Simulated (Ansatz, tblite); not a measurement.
**The cluster Cs2Br2: a ladder of methods and basis sets**

The task here is to estimate one member of a computed series from the others.

Computed with Ansatz 0.2.0, Gaussian basis. Level: as each input shows.

Plan: GFN1-xTB, GFN2-xTB, PBE-D4/def2-TZVP, r2SCAN-D4/def2-TZVP, B2PLYP/def2-TZVP, LDA/def2-TZVP, r2SCAN0-D4/def2-TZVP, BHLYP-D4/def2-TZVP, ωB97X-V/def2-TZVP, PBE+5HF/def2-TZVP, PBE+10HF/def2-TZVP, PBE+15HF/def2-TZVP, PBE+35HF/def2-TZVP, PBE+50HF/def2-TZVP, PBE-D4/def2-SVP, PBE0-D4/def2-SVP, PBE0-D4/def2-TZVPD, PBE-D4/def2-TZVPD, r2SCAN-D4/def2-TZVPD, CCSD(T)/def2-TZVPP, MP2/def2-TZVP, RPA/def2-TZVP.

1 further run of the same task is left out (set aside as unsound or not needed).

**The geometry**

The geometry is that of the singlet, from an earlier relaxation (PBE-D4/def2-SVP). At that level it is the lowest of the isomers that a small search found.

4 atoms, charge 0, spin multiplicity 1.

Bond lengths: Cs1–Br3 3.358 Å, Cs1–Br4 3.359 Å, Cs2–Br3 3.360 Å, Cs2–Br4 3.359 Å. Angles: Br3–Cs1–Br4 88.9°, Br3–Cs2–Br4 88.9°, Cs1–Br3–Cs2 91.1°, Cs1–Br4–Cs2 91.1°.

Cs takes a core potential in the def2 sets. No spin-orbit coupling is included.

PBE0-D4/def2-TZVP was run before; its log isn't repeated, and its numbers join the tables.

Set-up of the first run:

Tight binding, by tblite at 300 K electronic temperature and without a spin-polarisation term:

```python
tblite.interface.Calculator('GFN1-xTB', numbers, positions, charge=0, uhf=0).singlepoint()
```

Tight binding, by tblite at 300 K electronic temperature and without a spin-polarisation term:

```python
tblite.interface.Calculator('GFN2-xTB', numbers, positions, charge=0, uhf=0).singlepoint()
```

start.molden holds the orbitals of an earlier run on this state, given as this run's starting guess.

Contents of in.yaml:

```yaml
crystal:
  periodic: [false, false, false]
  atoms:
    - {symbol: Cs, position_ang: [-1.099566, 0.721570, 2.004383]}
    - {symbol: Cs, position_ang: [1.136467, -0.700765, -1.991724]}
    - {symbol: Br, position_ang: [-0.728957, 1.947189, -1.099555]}
    - {symbol: Br, position_ang: [0.692047, -1.967983, 1.086895]}
basis:
  gaussian: {orbitals: def2-TZVP, initial_orbitals: start.molden}
hamiltonian: {xc: pbe, dispersion: d4}
scf: {omitted_lower_state_checks: [starts]}
output: {forces: true, orbitals: {seedname: orbitals}}
```

Started as:

```console
ansatz run in.yaml --threads 4 --pin off --events-out ev --progress --plain --max-ram 3916MiB
```

Steps of the session up to this table: PBE-D4/def2-TZVP; r2SCAN-D4/def2-TZVP; B2PLYP/def2-TZVP; LDA/def2-TZVP; r2SCAN0-D4/def2-TZVP; BHLYP-D4/def2-TZVP; ωB97X-V/def2-TZVP; PBE+5HF/def2-TZVP; PBE+10HF/def2-TZVP; PBE+15HF/def2-TZVP; PBE+35HF/def2-TZVP; PBE+50HF/def2-TZVP; PBE-D4/def2-SVP; PBE0-D4/def2-SVP; PBE0-D4/def2-TZVPD; PBE-D4/def2-TZVPD; r2SCAN-D4/def2-TZVPD; CCSD(T)/def2-TZVPP; MP2/def2-TZVP; RPA/def2-TZVP.

One of the session's tables, all rows but one given; the rest of the session is left out.

It belongs to the step «Levels side by side». 

| level | HOMO (eV) | LUMO (eV) | gap (eV) |
| --- | --- | --- | --- |
| LDA/def2-TZVP | -5.26 | -1.26 | 4.00 |
| PBE-D4/def2-SVP | -4.85 | -1.24 | 3.60 |
| PBE-D4/def2-TZVP | ? | ? | ? |
| PBE-D4/def2-TZVPD | -5.07 | -1.20 | 3.87 |
| r2SCAN-D4/def2-TZVP | -5.31 | -0.57 | 4.74 |
| r2SCAN-D4/def2-TZVPD | -5.32 | -0.55 | 4.77 |
| PBE0-D4/def2-SVP | -6.02 | -0.77 | 5.25 |
| PBE0-D4/def2-TZVP | -6.23 | -0.73 | 5.49 |
| PBE0-D4/def2-TZVPD | -6.23 | -0.73 | 5.51 |
| r2SCAN0-D4/def2-TZVP | -6.41 | -0.37 | 6.04 |
| BHLYP-D4/def2-TZVP | -7.24 | -0.46 | 6.77 |
| ωB97X-V/def2-TZVP | -8.50 | 0.21 | 8.71 |
| PBE+5HF/def2-TZVP | -5.29 | -1.10 | 4.19 |
| PBE+10HF/def2-TZVP | -5.52 | -1.00 | 4.51 |
| PBE+15HF/def2-TZVP | -5.75 | -0.91 | 4.84 |
| PBE+35HF/def2-TZVP | -6.70 | -0.56 | 6.14 |
| PBE+50HF/def2-TZVP | -7.44 | -0.34 | 7.10 |

**Question.** Estimate the row for PBE-D4/def2-TZVP.

**Answer.** HOMO (eV): -5.06; LUMO (eV): -1.20; gap (eV): 3.86. In the column «HOMO (eV)» it lies between PBE-D4/def2-TZVPD (-5.07) and PBE-D4/def2-SVP (-4.85).
